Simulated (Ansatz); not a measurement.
**Worked example: correlation energy of CS₂, singlet**

Geometry: MP2(full)/6-31G*, from the G2/97 set.

```tsv
atom	x (Å)	y (Å)	z (Å)
S	0.0000	0.0000	1.5611
C	0.0000	0.0000	0.0000
S	0.0000	0.0000	-1.5611
```

Basis cc-pV(D+d)Z; Ansatz 0.2.0. Correlated methods freeze the noble-gas cores, which leaves 16 electrons in 49 orbitals. Prefix R: restricted or restricted open-shell reference.

Full CI isn't at hand for all of this; RCCSDT(Q) serves as the reference, and is uncertain by about the last step of the cluster series.

Runs differ by some tens of microhartree through their thresholds, so steps under 0.03 kcal/mol mean nothing.

| level | total energy (hartree) |
| --- | --- |
| RHF | -832.935110 |
| RMP2 | -833.331933 |
| RCCSD | -833.345292 |
| RCCSD(T) | -833.369051 |
| RCCSDT | -833.369840 |
| RCCSDT(Q) | -833.372020 |

What is the correlation energy at RCCSDT(Q), and what share of it do RMP2 and RCCSD recover?

E(corr) = -833.372020 − (-832.935110) = -0.436910 hartree = -11.889 eV. RMP2: -0.396823 / -0.436910 = 90.82 %. RCCSD: -0.410182 / -0.436910 = 93.88 %.

By how many kcal/mol does RCCSD(T) miss RCCSDT(Q) (1 hartree = 627.509 kcal/mol), and which steps make up the rest?

-833.369051 − (-833.372020) = 0.002969 hartree = 1.86 kcal/mol. Steps: RCCSDT − RCCSD(T) = -0.50, RCCSDT(Q) − RCCSDT = -1.37 kcal/mol. Differences between like states or geometries often cancel part of this.
